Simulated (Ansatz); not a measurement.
Two isomers of C4H6S: A = `CCC1=CS1`, B = `C1=CSCC1`.

Calculated with Ansatz (gas phase, PBE0-D4/def2-TZVP geometries, no zero-point term in ΔE). CCSD(T)/CBS is the MP2 limit (def2-TZVPP, def2-QZVPP) plus CCSD(T) − MP2 in def2-TZVPP, frozen cores. Functionals use def2-TZVPP. B3LYP here is the variant with VWN-RPA as its local correlation; programs differ in this. Each species was taken in one conformer, which may not be the lowest.

A:

Z-matrix (Å, degrees):
```
C
C 1 1.521
H 1 1.092 2 111.0
H 1 1.091 2 110.4 3 -119.9
H 1 1.092 2 111.0 3 120.2
C 2 1.462 1 112.8 3 -60.1
H 2 1.096 1 111.1 3 61.3
H 2 1.096 1 111.1 3 178.5
S 6 1.842 2 136.8 1 180.0
C 6 1.275 2 153.8 1 0.0
H 10 1.074 6 152.2 2 -0.0
```

B:

```xyz
11

C    -0.802   -0.325   -0.774
C     0.070   -1.329   -0.786
S     1.355   -1.207    0.395
C     0.905    0.530    0.718
C    -0.557    0.690    0.304
H    -1.664   -0.281   -1.428
H     0.036   -2.198   -1.429
H     1.083    0.756    1.769
H     1.554    1.160    0.106
H    -1.227    0.492    1.151
H    -0.754    1.713   -0.025
```

Q: Which is lower in electronic energy at CCSD(T)/CBS, and by how much? (Best estimate.)

A: Ansatz gave: B, by 43.9 kcal/mol.

Q: Give E(B) − E(A) in kcal/mol with B3LYP, B3LYP-D4, PBE0-D4, B2PLYP, PBE-D4, MP2/def2-TZVPP, HF/def2-TZVPP. (An estimate is asked.)

A: Computed: B3LYP -41.7, B3LYP-D4 -43.1, PBE0-D4 -45.2, B2PLYP -42.7, PBE-D4 -43.2, MP2/def2-TZVPP -43.5, HF/def2-TZVPP -44.4. None reverses the order clearly.

Largest T1 diagnostic: 0.012.

The D4 term adds −1.4 kcal/mol with B3LYP and −0.6 kcal/mol with PBE0; it sums over pairs of atoms, weighted by their polarisabilities, and B3LYP, whose exchange is more repulsive, gets the larger term. From PBE to PBE0 (25 % exact exchange), in def2-TZVPP and without D4, E(B) − E(A) moves by −2.2 kcal/mol.
